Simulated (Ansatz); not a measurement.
Two shapes of singlet CH4.

Shape 1:

```xyz
5

C     0.0306    0.0043   -0.0393
H     0.6607    0.6198    0.6738
H     0.6828   -0.6375   -0.6444
H    -0.5955    0.6169   -0.6070
H    -0.6741   -0.6232    0.6061
```

Shape 2:

```xyz
5

C     0.0000    0.0000    0.0000
H     0.6847    0.6847    0.6847
H     0.6847   -0.6847   -0.6847
H    -0.6847    0.6847   -0.6847
H    -0.6847   -0.6847    0.6847
```

Basis set: cc-pVTZ (spherical functions). Frozen core: 1 orbital. Charge 0, multiplicity 1.

Computed with Ansatz (development build ahead of 0.2.0); each method stands on the lowest determinant of its kind that the runs found.

Which shape is lower in energy, and by how much in each method?

```json
{"method": "RHF", "E(2) − E(1) (eV)": "0.506"}
{"method": "RHF-MP2", "E(2) − E(1) (eV)": "0.451"}
```

Shape 1 is lower.
